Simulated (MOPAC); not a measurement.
MOPAC input (PM7):

```
PM7 PRECISE GNORM=0.05 LET XYZ UHF MS=0.5 GEO-OK AUX(PRECISION=9) THREADS=1
C2H2F

C    -0.00304735 1    0.42791482 1   -0.00613070 1
C     1.20001360 1   -0.09023937 1    0.00044276 1
F    -1.17652991 1   -0.15679382 1    0.00308106 1
H     1.34031919 1   -1.16762619 1    0.01578439 1
H     2.06665249 1    0.55271791 1   -0.00938634 1
```

From the last part of the output:

```
                                                       MOPAC v23.2.5 Linux

          FINAL HEAT OF FORMATION =         13.55856 KCAL/MOL =      56.72901 KJ/MOL

          COSMO AREA              =         78.08 SQUARE ANGSTROMS
          COSMO VOLUME            =         59.38 CUBIC ANGSTROMS

          GRADIENT NORM           =          0.00989          =       0.00442 PER ATOM
          IONIZATION POTENTIAL    =         10.294644 EV
          ALPHA SOMO LUMO (EV)    =        -10.295  0.582
          BETA  SOMO LUMO (EV)    =        -10.839 -0.191
          NO. OF ALPHA ELECTRONS  =          9
          NO. OF BETA  ELECTRONS  =          8
          MOLECULAR WEIGHT        =         45.0362         POINT GROUP:  Cs

          MOLECULAR DIMENSIONS (Angstroms)

            Atom       Atom       Distance
            H     5    F     3     3.36079
            H     4    C     1     1.75959
            H     5    H     4     0.00000

          SCF CALCULATIONS        =         22

   ATOM   CHEMICAL          X               Y               Z
  NUMBER   SYMBOL      (ANGSTROMS)     (ANGSTROMS)     (ANGSTROMS)

     1       C         -0.02192737  *   0.34575146  *  -0.00493976  *
     2       C          1.22486389  *  -0.09114433  *   0.00043812  *
     3       F         -1.21983149  *  -0.10427148  *   0.00235900  *
     4       H          1.50350138  *  -1.13464641  *   0.01519606  *
     5       H          2.07085856  *   0.57846563  *  -0.00975832  *

                             CARTESIAN COORDINATES

   1    C       -0.021927369     0.345751456    -0.004939758
   2    C        1.224863891    -0.091144327     0.000438121
   3    F       -1.219831487    -0.104271476     0.002358999
   4    H        1.503501384    -1.134646411     0.015196060
   5    H        2.070858557     0.578465627    -0.009758323

           Empirical Formula: C2 H2 F  =     5 atoms

      MOLECULAR POINT GROUP   :   Cs

          ALPHA EIGENVALUES
 -42.23193 -26.64988 -20.53956 -17.47677 -17.29710 -16.72989 -14.73484 -10.88960
 -10.29464   0.58152   2.81494   5.03271   5.54640   6.17910

           BETA EIGENVALUES
 -42.03076 -26.45359 -20.20008 -17.31559 -17.22729 -16.40885 -14.54656 -10.83922
  -0.19087   0.95122   2.98185   5.27885   5.69027   6.25281

              NET ATOMIC CHARGES AND DIPOLE CONTRIBUTIONS

  ATOM NO.   TYPE          CHARGE      No. of ELECS.   s-Pop       p-Pop
    1          C           0.219382        3.7806     1.25341     2.52720
    2          C          -0.464760        4.4648     1.08357     3.38119
    3          F          -0.131066        7.1311     1.95982     5.17125
    4          H           0.187114        0.8129     0.81289
    5          H           0.189329        0.8107     0.81067
 DIPOLE           X         Y         Z       TOTAL
 POINT-CHG.     1.245     0.140    -0.003     1.253
 HYBRID        -0.349    -0.514     0.008     0.621
 SUM            0.896    -0.374     0.005     0.971

          ATOMIC ORBITAL ELECTRON POPULATIONS

     Atom    s        px        py        pz
    1  C   1.25341   0.80401   0.86890   0.85429
    2  C   1.08357   1.04103   1.14667   1.19349
    3  F   1.95982   1.35658   1.86248   1.95218
    4  H   0.81289
    5  H   0.81067

                    (SZ)    =    0.500000
                    (S**2)  =    0.773382

          ATOMIC ORBITAL SPIN POPULATIONS

    Atom   Total    s     px     py     pz
         Atomic
    1  C  0.9878  0.170  0.034  0.644  0.139
    2  C -0.1267  0.002  0.010  0.007 -0.146
    3  F  0.0721  0.001 -0.007  0.073  0.006
    4  H  0.0505  0.051
    5  H  0.0163  0.016

 **********************
 *                    *
 * JOB ENDED NORMALLY *
 *                    *
 **********************

 == MOPAC DONE ==
```

The geometry given is a B3LYP-D3(BJ)/def2-TZVP minimum.
